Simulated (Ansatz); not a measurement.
Anatase TiO2 (metastable phase) was calculated with PBE (Ansatz, a quantum-chemistry and plane-wave program, plane waves, PAW).

Settings: plane-wave cutoff 520 eV, 12×12×12 k mesh, Fermi–Dirac smearing 0.01 eV, no spin polarisation, scalar-relativistic PAW data made under PBE.

Results at a series of volumes:

```csv
V (Å³/atom),E − E_lowest (meV/atom),P (GPa)
11.199,10.63,7.44
11.432,2.61,3.61
11.665,0.00,0.00
11.899,2.43,-3.32
12.132,9.54,-6.41
```

Task: Estimate the bulk modulus from the pressures at 11.432 and 11.899 Å³/atom, and compare it with a fit to all energies.

Result: B = −V dP/dV. Between V = 11.432 and 11.899 Å³/atom, dP/dV = (-3.32 − (3.61))/(11.899 − 11.432) = -14.8 GPa per Å³/atom; at the midpoint 11.665 Å³/atom this gives B ≈ 173 GPa. The third-order Birch–Murnaghan fit gives V0 = 11.667 Å³/atom, B0 = 173 GPa, B′ = 2.5, which lies within 1 % of that estimate.

Shape and atoms are relaxed at each volume.

Static lattice: no zero-point or thermal effects.

Cost on a shared machine: about 7 core-minutes (a rough figure).
